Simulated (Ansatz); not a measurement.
NS⁺, triplet: the ladder up to full CI

Geometry: a point of a stretch scan, not a stationary point.

```xyz
2

N     0.0000    0.0000    0.0000
S     0.0000    0.0000    2.1960
```

Basis 6-31G; Ansatz 0.2.0. Correlated methods freeze the noble-gas cores, which leaves 10 electrons in 16 orbitals. Prefix R: restricted or restricted open-shell reference; prefix U: unrestricted. Active spaces: pair = (4e, 4o) about the gap; valence = (10e, 8o) chosen from the atoms' valence shells.

Full CI is exact within this basis and frozen core; it isn't the basis-set limit. The frozen core follows each run's orbitals, which can shift R against U totals by a few meV.

Unrestricted rows (U) aren't spin-pure: their determinants' ⟨S²⟩ exceeds S(S+1) by up to 1.61, so they mix in states of higher spin. Coupled cluster chose its determinant by a search with trial CCSD, here up to 0.59 eV above the lowest Hartree–Fock solution of its kind. The determinant fills πx and πy unequally, so it is a mixture of Σ and Δ, which weighs on every level built on one determinant.

The R cluster runs have T1 = 0.297 on a determinant 0.59 eV above the lowest RHF solution, too large to trust, so RMP2, RCCSD, RCCSD(T), RCCSDT(Q), RCCSDT aren't compared. BCCD(T) turns its orbitals far from the restricted determinant (T1 = 0.306 for the singles of that rotation), so its spin and state can't be checked, and it isn't compared.

```
UHF ⟨S²⟩                          : 3.607
T1 diagnostic (RCCSD)             : 0.2966
largest doubles amplitude (RCCSD) : 0.453
T1 diagnostic (UCCSD)             : 0.0834
```

```csv
level,E − E(full CI) (kcal/mol),share of correlation (%),wall time
UHF,82.81,46.49,–
UMP2,50.97,67.06,–
UCCSD*,9.19,94.06,–
UCCSD(T)*,-0.04,100.02,4.9 s
UCCSDT*,-6.81,104.40,–
UCCSDT(Q)*,-9.89,106.39,15 s
RCCSDTQ*,0.17,99.89,6.5 min
UCCSDTQ*,-0.54,100.35,2.1 min
CASSCF (valence space),35.07,77.34,–
NEVPT2 (valence space),9.74,93.71,2.1 s
MRCISD (valence space),1.24,99.20,–
MRCISD+Q (valence space),0.34,99.78,2.8 s
```

An asterisk marks runs whose energy the program itself flagged as in doubt.

The correlation energy at full CI, counted from the determinant under the R cluster runs, is -6.711 eV. That run took 2.3 min on 1 thread of Arm Neoverse V1, shared host over 4,777,056 determinants.

Run but not shown, since their state, orbitals or frozen core can't be matched to the reference's or they repeat it: RHF, RMP2, CISD, RCCSD, RCCSD(T), BCCD(T), RCCSDT, CISDTQ, RCCSDT(Q), CASSCF (pair space), NEVPT2 (pair space), MRCISD (pair space), MRCISD+Q (pair space).

Times hold each run's SCF and search for its determinant on a shared host, so for small cases they say little of a method's own cost; they ran on 1 thread of Arm Neoverse V1.

Not variational, and here over 5 meV under the exact energy: UCCSDT, UCCSDT(Q), UCCSDTQ.

The full-CI state has the irrep A1 of C2v, in the program's axes (one component, if the state is degenerate).

Natural occupations of full CI about the gap: 1.990 1.978 1.732 1.235 1.235 0.760 0.760 0.269 0.011 0.007; effectively unpaired electrons, Σ n²(2−n)², 4.00. No single determinant describes this state well, so single-reference rows can miss without a flag.
